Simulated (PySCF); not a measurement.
Compound: C₄H₄N₂.
Structure used (GFN2-xTB), in Å, numbered top down from 1:
```
atom  x, y, z in Å
C1    -2.1675    0.0151   -0.1772
N2    -1.0703    0.6051    0.0241
C3     0.0859   -0.1247    0.1558
C4     1.2486    0.5068    0.3752
C5     2.4645   -0.1781    0.5174
N6     3.4621   -0.7329    0.6349
H7    -3.0595    0.6140   -0.2754
H8    -2.2754   -1.0717   -0.2604
H9     0.0415   -1.2141    0.0796
H10    1.2789    1.5852    0.4487
```

Level of theory: PBE0/def2-SVPD in PySCF (dipole) on a GFN2-xTB geometry, gas phase.

Take the most abundant isotopes and a rigid rotor. The values belong to one conformer with, in the numbering `[CH2:1]=[N:2]/[CH:3]=[CH:4]/[C:5]#[N:6]`, C1–N2–C3–C4 180°.

Problem. Give the principal moments of inertia and the rotational constants in MHz.

Solution. Ia = 16.47, Ib = 330.34, Ic = 346.81 u·Å²; 505379 MHz·u·Å²/I gives A = 30681, B = 1530, C = 1457 MHz.

Problem. Classify the top.

Solution. A near-prolate asymmetric top; Ray's κ = -0.995.

Problem. What does the inertial defect say?

Solution. Planar: Δ = Ic − Ia − Ib = 0.00 u·Å². For a rigid frame Δ = −2 Σ m c², so it vanishes when all atoms lie in the ab plane; here none is more than 0.01 Å from it.

Problem. Which types of transition are allowed, and where do some lines up to J = 3 fall?

Solution. The dipole components are |μa| = 4.58 D, |μb| = 0.48 D, |μc| = 0.00 D; the mirror of this Cs structure is the ab plane, so μc vanishes by symmetry and there are no c-type lines. Intensities carry the squares of the components, which stand as 1.00 : 0.01 (a : b). Some of the stronger lines:

```json
{"type": "a", "branch": "Q", "J(Ka,Kc)": "3(1,2) ← 3(1,3)", "MHz": "436", "lower level (cm⁻¹)": "1.564"}
{"type": "a", "branch": "R", "J(Ka,Kc)": "1(0,1) ← 0(0,0)", "MHz": "2987", "lower level (cm⁻¹)": "0.000"}
{"type": "a", "branch": "R", "J(Ka,Kc)": "2(1,2) ← 1(1,1)", "MHz": "5902", "lower level (cm⁻¹)": "1.072"}
{"type": "a", "branch": "R", "J(Ka,Kc)": "2(0,2) ← 1(0,1)", "MHz": "5974", "lower level (cm⁻¹)": "0.100"}
{"type": "a", "branch": "R", "J(Ka,Kc)": "2(1,1) ← 1(1,0)", "MHz": "6047", "lower level (cm⁻¹)": "1.074"}
{"type": "a", "branch": "R", "J(Ka,Kc)": "3(1,3) ← 2(1,2)", "MHz": "8852", "lower level (cm⁻¹)": "1.269"}
{"type": "a", "branch": "R", "J(Ka,Kc)": "3(0,3) ← 2(0,2)", "MHz": "8961", "lower level (cm⁻¹)": "0.299"}
{"type": "a", "branch": "R", "J(Ka,Kc)": "3(2,2) ← 2(2,1)", "MHz": "8961", "lower level (cm⁻¹)": "4.193"}
{"type": "a", "branch": "R", "J(Ka,Kc)": "3(2,1) ← 2(2,0)", "MHz": "8962", "lower level (cm⁻¹)": "4.193"}
{"type": "a", "branch": "R", "J(Ka,Kc)": "3(1,2) ← 2(1,1)", "MHz": "9070", "lower level (cm⁻¹)": "1.276"}
{"type": "b", "branch": "Q", "J(Ka,Kc)": "1(1,0) ← 1(0,1)", "MHz": "29223", "lower level (cm⁻¹)": "0.100"}
{"type": "b", "branch": "Q", "J(Ka,Kc)": "2(1,1) ← 2(0,2)", "MHz": "29296", "lower level (cm⁻¹)": "0.299"}
{"type": "b", "branch": "Q", "J(Ka,Kc)": "3(1,2) ← 3(0,3)", "MHz": "29406", "lower level (cm⁻¹)": "0.598"}
{"type": "b", "branch": "R", "J(Ka,Kc)": "2(1,2) ← 1(0,1)", "MHz": "35052", "lower level (cm⁻¹)": "0.100"}
{"type": "b", "branch": "R", "J(Ka,Kc)": "3(1,3) ← 2(0,2)", "MHz": "37930", "lower level (cm⁻¹)": "0.299"}
{"type": "b", "branch": "Q", "J(Ka,Kc)": "3(2,1) ← 3(1,2)", "MHz": "87344", "lower level (cm⁻¹)": "1.579"}
{"type": "b", "branch": "Q", "J(Ka,Kc)": "2(2,0) ← 2(1,1)", "MHz": "87452", "lower level (cm⁻¹)": "1.276"}
{"type": "b", "branch": "Q", "J(Ka,Kc)": "2(2,1) ← 2(1,2)", "MHz": "87670", "lower level (cm⁻¹)": "1.269"}
{"type": "b", "branch": "Q", "J(Ka,Kc)": "3(2,2) ← 3(1,3)", "MHz": "87779", "lower level (cm⁻¹)": "1.564"}
{"type": "b", "branch": "R", "J(Ka,Kc)": "3(2,1) ← 2(1,2)", "MHz": "96632", "lower level (cm⁻¹)": "1.269"}
{"type": "b", "branch": "R", "J(Ka,Kc)": "3(3,1) ← 2(2,0)", "MHz": "154896", "lower level (cm⁻¹)": "4.193"}
{"type": "b", "branch": "R", "J(Ka,Kc)": "3(3,0) ← 2(2,1)", "MHz": "154896", "lower level (cm⁻¹)": "4.193"}
```

Problem. Estimate the classical rotational partition function at 50 K, 298.15 K and 500 K.

Solution. Point group Cs, symmetry number σ = 1; q = (√π/σ)·√((kT/h)³/(ABC)), k/h = 20836.6 MHz/K: 7210 at 50 K, 105000 at 298.15 K, 228000 at 500 K.

No frequency check. Zero-point vibration and centrifugal distortion are left out. Quadrupole hyperfine structure (14N) is left out.

Hardware: one thread of an Arm Neoverse V1, shared host with 64 logical CPUs at a one-minute load of 22. Cost: 11 s wall, 0.65 GiB resident at most. This is the PBE0/def2-SVPD job that gave the dipole, with the excitations it also computed.
